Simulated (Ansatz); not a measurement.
F2S2 (`FS(F)=S`). Charge 0, multiplicity 1. The geometry is a stationary point of PBE0-D4/def2-TZVP.

```xyz
4

F     0.264   -1.410   -0.180
S    -0.376    0.047   -0.392
F     1.062    0.696   -0.692
S    -0.950    0.667    1.264
```

(1) What is the dipole moment at r2SCAN/def2-TZVPP? (Estimate.)

(2) And with PBE, B3LYP, ωB97M-V? (An estimate is asked.)

(3) Give the Mulliken charges with r2SCAN, PBE, B3LYP in def2-TZVPP. (An estimate is asked.)

Results:

(1) The calculation gave: 0.86 D, with components (-0.68, 0.14, -0.51) D in this frame, pointing from negative to positive charge.

(2) Ansatz gave: PBE 0.83 D, B3LYP 1.00 D, ωB97M-V 1.03 D.

(3) The calculation gave: 
```tsv
atom	r2SCAN	PBE	B3LYP
F1	-0.19	-0.16	-0.21
S2	0.54	0.46	0.57
F3	-0.19	-0.16	-0.21
S4	-0.16	-0.14	-0.15
```

B3LYP here is the variant with VWN-RPA as its local correlation; programs differ in this.
